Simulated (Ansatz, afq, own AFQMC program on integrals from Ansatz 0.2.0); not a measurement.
# AlBH$_{2}$, triplet in cc-pVDZ along one coordinate

```xyz
4

B     0.0000    0.0000    1.3689
Al    0.0000    0.0000   -0.6894
H     0.0000    1.0776    1.8859
H     0.0000   -1.0776    1.8859
```

The B1–Al2 distance is changed with both sides rigid. Energies in mEh count from this geometry (2.058 Å) at the same level; the start stands on UHF, each point on the determinant named.

Basis cc-pVDZ. Noble-gas cores (and the filled d shells of Ga–Kr and In–Xe) are frozen. Ansatz 0.2.0 and our own AFQMC program on the same integrals; the CISD trial comes from CCSD amplitudes, and released means the phaseless constraint is let go. ± is one standard error of the sampling.

Cautions, each for one point or more: higher spins were not checked; lower spins were not checked; strong correlation.

```
r(B1–Al2) / Å  det.     T1  weight  ⟨S²⟩  CCSD(T)  ph-AFQMC/CISD  released AFQMC  CCSDT(Q)  PBE0  wB97M-V
        2.215   UHF  0.020    0.88  2.03      1.7      1.6 ± 0.4      1.8 ± 0.5*       1.6   3.1      3.1
        2.848  UHF¶  0.077    0.80  2.04     38.7     37.6 ± 0.6     37.6 ± 0.9*      37.7  41.2     40.7
        3.840   UHF  0.018    0.89  2.02     69.2     68.5 ± 0.6     69.0 ± 0.5*      69.7  79.5     77.2
        5.499   UHF  0.011    0.89  2.02     73.4     73.6 ± 0.3     73.4 ± 0.4*      74.3  87.4     82.9
```

Weight is that of the determinant in the CISD state; at the start T1 is 0.018 and the weight 0.89, and ⟨S²⟩ is 2.03. ¶ marks points with a poor determinant and no full CI, where no value is sure; they don't count among the departures. An asterisk marks released energies that aren't shown to be converged. Largest departures from CCSDT(Q), at the points where its series has closed: CCSD(T) -0.9 mEh at 5.499 (on UHF), ph-AFQMC/CISD -1.2 mEh at 3.840 (on UHF) (within the noise), PBE0 13.1 mEh at 5.499, wB97M-V 8.6 mEh at 5.499. Functionals count only at points shown to share the start's state and spin. In this small basis the wave-function levels are far from their limit, so their gap to the functionals isn't the functionals' error. In total energy ph-AFQMC/CISD lies 37 ± 7 meV above CCSDT(Q) at the start, so its agreement along the curve rests in part on cancellation.

Some points may be missing: those where a free walk finds a much lower state, and past Zn most of those on another determinant than at the start.

A walk keeps the symmetry of its determinant, which the program's search chose and which needn't be the lowest solution, so a lower state of the same spin and another symmetry isn't excluded.
